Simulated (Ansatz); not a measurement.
C₃H₄N₂S, SMILES Cc1ncns1, harmonic frequencies at the relaxed geometry

Program: Ansatz 0.2.0, Python API.

`freq_c3h4n2s.py`:
```python
# -*- coding: utf-8 -*-
"""Vibrations of C3H4N2S."""

import itertools

import ansatz as az
from ase import Atoms
from ase.data import atomic_numbers, covalent_radii
import numpy as np


def main():
    atoms = Atoms(["C", "C", "N", "C", "N", "S", "H", "H", "H", "H"], positions=[
        (-1.678, 0.0813, -0.0215),
        (-0.2039, -0.058, 0.0371),
        (0.6781, 0.78, -0.4671),
        (1.9414, 0.2805, -0.1944),
        (2.0858, -0.8634, 0.473),
        (0.5397, -1.4011, 0.8118),
        (-2.1288, -0.7645, -0.5502),
        (-2.105, 0.1341, 0.9849),
        (-1.9549, 0.9971, -0.5533),
        (2.8255, 0.814, -0.5204),
    ])
    system = az.Crystal.molecule_from_ase(atoms)

    calc = (
        system.calculation()
        .basis(gaussian="6-31G*")
        .functional("PBE0")
        .scf(lower_state_search="off")
    )
    symbols = [site.symbol for site in system.cartesian_sites]
    start = np.array([site.position_ang for site in system.cartesian_sites], dtype=float)
    data = calc.relax(force_tolerance=0.003).run(threads=1, backend="cpu").report
    end = np.array(data["positions_ang"])

    # pairs closer than 1.2 times the sum of covalent radii, before or after
    radius = [covalent_radii[atomic_numbers[s]] for s in symbols]
    span = lambda where, i, j: np.linalg.norm(where[i] - where[j])
    bonded = [(i, j) for i, j in itertools.combinations(range(len(symbols)), 2) if min(span(start, i, j), span(end, i, j)) < 1.2 * (radius[i] + radius[j])]
    print("pair        before    after (A)")
    for i, j in bonded:
        print(f"{symbols[i]}{i}-{symbols[j]}{j}".ljust(10), f"{span(start, i, j):8.4f} {span(end, i, j):8.4f}")
    for first, second in list(itertools.combinations(bonded, 2)):
        shared = set(first) & set(second)
        if shared and symbols[(j := shared.pop())] != "H":
            i, k = sorted((set(first) | set(second)) - {j})
            u, v = end[i] - end[j], end[k] - end[j]
            angle = np.degrees(np.arccos(np.clip(u @ v / np.linalg.norm(u) / np.linalg.norm(v), -1, 1)))
            print(f"final angle {symbols[i]}{i}-{symbols[j]}{j}-{symbols[k]}{k}: {angle:.2f} deg")

    # same settings at the minimum
    minimum = az.Crystal.molecule()
    for symbol, place in zip(symbols, end):
        minimum = minimum.atom(symbol, place.tolist())
    vibrating = (
        minimum.calculation()
        .basis(gaussian="6-31G*")
        .functional("PBE0")
        .scf(lower_state_search="off")
        .phonons(temperatures=(200, 600, 100))
    )
    vib = vibrating.run(threads=1, backend="cpu").report["vibrations"]
    sums = vib["harmonic_sums"]
    modes = [m["omega_inv_cm"] for m in sums["modes_at_gamma"] if m["rigid_motion"] == "no"]
    print("frequencies (1/cm):", " ".join(f"{w:.0f}" for w in modes))
    print("imaginary modes:", sum(w < 0 for w in modes), " zero-point energy:", round(sums["zero_point_energy_ev"], 4), "eV")
    print("T (K)   F_vib (eV)   S_vib (meV/K)   C_vib (meV/K)")
    for row in zip(sums["temperatures_k"], sums["vibrational_free_energy_ev"], vib["entropy_ev_per_k"], vib["heat_capacity_ev_per_k"]):
        print(f"{row[0]:6.1f} {row[1]:11.4f} {1000 * row[2]:13.4f} {1000 * row[3]:15.4f}")

    # all hydrogen replaced by deuterium
    heavier = vibrating.phonons(masses={"H": 2.014102}).run(threads=1, backend="cpu").report["vibrations"]["harmonic_sums"]
    print("deuterated (1/cm):", " ".join(f"{m['omega_inv_cm']:.0f}" for m in heavier["modes_at_gamma"] if m["rigid_motion"] == "no"))
    print("zero-point energy falls by", round(sums["zero_point_energy_ev"] - heavier["zero_point_energy_ev"], 4), "eV")


if __name__ == "__main__":
    main()
```

```console
$ python freq_c3h4n2s.py
pair        before    after (A)
C0-C1        1.4818   1.4898
C0-H6        1.0946   1.0952
C0-H7        1.0945   1.0952
C0-H8        1.0946   1.0918
C1-N2        1.3170   1.3074
C1-S5        1.7196   1.7314
N2-C3        1.3856   1.3644
C3-N4        1.3322   1.3082
C3-H9        1.0828   1.0856
N4-S5        1.6716   1.6657
final angle C1-C0-H6: 111.32 deg
final angle C1-C0-H7: 111.32 deg
final angle C1-C0-H8: 108.70 deg
final angle C0-C1-N2: 124.30 deg
final angle C0-C1-S5: 124.42 deg
final angle H6-C0-H7: 107.72 deg
final angle H6-C0-H8: 108.86 deg
final angle H7-C0-H8: 108.86 deg
final angle N2-C1-S5: 111.28 deg
final angle C1-N2-C3: 108.68 deg
final angle C1-S5-N4: 92.58 deg
final angle N2-C3-N4: 120.82 deg
final angle N2-C3-H9: 119.77 deg
final angle N4-C3-H9: 119.41 deg
final angle C3-N4-S5: 106.63 deg
RunWarning: phonons: modes at or below zero, which the zero-point energy, F, S and C_V leave out: 1, the lowest at -9.37 cm⁻¹. A minimum has none, and a first-order saddle one
frequencies (1/cm): -9 253 317 536 599 646 678 786 899 934 1001 1060 1220 1240 1327 1429 1489 1504 1505 1603 3085 3155 3195 3259
imaginary modes: 1  zero-point energy: 1.9665 eV
T (K)   F_vib (eV)   S_vib (meV/K)   C_vib (meV/K)
 200.0      1.9605        0.1062          0.2365
 300.0      1.9433        0.2446          0.4646
 400.0      1.9107        0.4094          0.6885
 500.0      1.8611        0.5845          0.8813
 600.0      1.7939        0.7596          1.0390
deuterated (1/cm): -7 233 283 500 565 572 642 767 792 818 869 892 975 1063 1080 1083 1236 1249 1481 1585 2219 2336 2368 2414
zero-point energy falls by 0.3534 eV
```
(Warnings from the package without file and line, repeats left out.)

Notes:
- These settings explore the input space; basis and method may be short of convergence.
- The frequencies are harmonic and unscaled, in a modest basis. The result belongs to the one conformer reached from this start, and soft torsions count as harmonic oscillators.
- Hardware and time: 8.3 min on 1 thread of Arm Neoverse V1, with other jobs on the host, peak memory 0.28 GiB.

(A comment or docstring line of the script was reworded after the run, the code is as it ran; lines on the test bed's own set-up are left out of the output.)
